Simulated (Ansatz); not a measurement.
**CHN₂ (quartet): wave-function methods side by side at a displaced geometry (v1), cc-pVDZ**

How much of the correlation energy of CHN₂ (quartet) does each wave-function method recover here?

Method: cc-pVDZ, core rule «outside noble gas», up to 3 orbitals frozen; program: Ansatz 0.2.0, Gaussian basis.

Plan: UHF; CCSD(T) on ROHF; CCSD(T) on UHF; BCCD(T) on ROHF; CISD; CCSDT(Q) on ROHF; CCSDT(Q) on UHF.

28 further runs of the same task are left out: 6 for a known fault of the program, 9 that didn't finish, 13 set aside as unsound or not needed.

## (1) What is computed

The geometry is a PBE0/def2-TZVP stationary point (not a proven minimum) with its atoms shifted at random (size 0.040 Å).

4 atoms, charge 0, spin multiplicity 4.

Atoms are counted from 1 here; the program's logs count them from 0.

Bond lengths: C1–N2 1.324 Å, N2–N3 1.338 Å, N2–H4 1.031 Å. Angles: C1–N2–N3 132.9°, C1–N2–H4 119.0°, N3–N2–H4 108.0°.

## (2) UHF

Input file in.yaml:

```yaml
crystal:
  periodic: [false, false, false]
  atoms:
    - {symbol: C, position_ang: [-0.014437, -0.260814, 1.271021]}
    - {symbol: N, position_ang: [-0.015270, 0.309118, 0.076318]}
    - {symbol: N, position_ang: [0.032694, -0.181685, -1.167082]}
    - {symbol: H, position_ang: [-0.070083, 1.337039, 0.012045]}
basis:
  gaussian: {orbitals: cc-pVDZ}
magnetization: {spin_polarized: true, initial_magnetization: 3}
hamiltonian: {xc: hf}
output: {orbitals: {seedname: orbitals}}
```

Command:

```bash
$ ansatz run in.yaml --threads 1 --pin off --events-out ev --progress --plain --max-ram 2393MiB
```

After this run come: CCSD(T) on ROHF; CCSD(T) on UHF; BCCD(T) on ROHF; CISD; CCSDT(Q) on ROHF; CCSDT(Q) on UHF.

**Question.** What will the summary of the whole plan be? Wanted: UCCSDT(Q) below the RHF energy; RMP2 from UCCSDT(Q); UMP2 from UCCSDT(Q); RCCSD from UCCSDT(Q); RCCSD(T) from UCCSDT(Q); UCCSD(T) from UCCSDT(Q); RCCSDT(Q) from UCCSDT(Q); T1 diagnostic.

The runs gave:

| quantity | value |
| --- | --- |
| UCCSDT(Q) below the RHF energy | -11.3364 eV |
| RMP2 from UCCSDT(Q) | +142.8 kJ/mol |
| UMP2 from UCCSDT(Q) | +141.8 kJ/mol |
| RCCSD from UCCSDT(Q) | +41.1 kJ/mol |
| RCCSD(T) from UCCSDT(Q) | +6.5 kJ/mol |
| UCCSD(T) from UCCSDT(Q) | +6.6 kJ/mol |
| RCCSDT(Q) from UCCSDT(Q) | +0.4 kJ/mol |
| levels within 1 kcal/mol (43 meV) | RCCSDT, UCCSDT, RCCSDT(Q) |
| T1 diagnostic | 0.037 |

In words: RCCSD(T) misses by +6.5 kJ/mol, 0.6 % of the correlation energy. These misses are within one basis, not against nature; the frozen cores of restricted and unrestricted runs differ, which can shift their rows.
